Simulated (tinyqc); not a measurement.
FCI on RHF in the sto-3g basis, for HF, spin multiplicity 1, step by step. One step of it, computed by the program tinyqc.

Question. Orthogonalisation. S = U s U^T; symmetric (Loewdin) form X = U s^(-1/2) U^T, so that X^T S X = 1.

overlap S, lower triangle:
```
           1F 1s     1F 2s    1F 2px    1F 2py    1F 2pz     2H 1s
1F 1s   1.000000
1F 2s   0.237990  1.000000
1F 2px  0.000000  0.000000  1.000000
1F 2py  0.000000  0.000000  0.000000  1.000000
1F 2pz  0.000000  0.000000  0.000000  0.000000  1.000000
2H 1s   0.047291  0.436223  0.000000  0.000000  0.342640  1.000000
```

Give: eigenvalues of S; X.

Answer.

eigenvalues of S: 0.4262  0.8457  1.0000  1.0000  1.1243  1.6038

X, lower triangle:
```
          1F 1s    1F 2s  1F 2px  1F 2py   1F 2pz   2H 1s
1F 1s    1.0233
1F 2s   -0.1329   1.1195
1F 2px   0.0000   0.0000  1.0000
1F 2py   0.0000   0.0000  0.0000  1.0000
1F 2pz  -0.0072   0.0748  0.0000  0.0000   1.0575
2H 1s    0.0222  -0.2795  0.0000  0.0000  -0.2156  1.1517
```
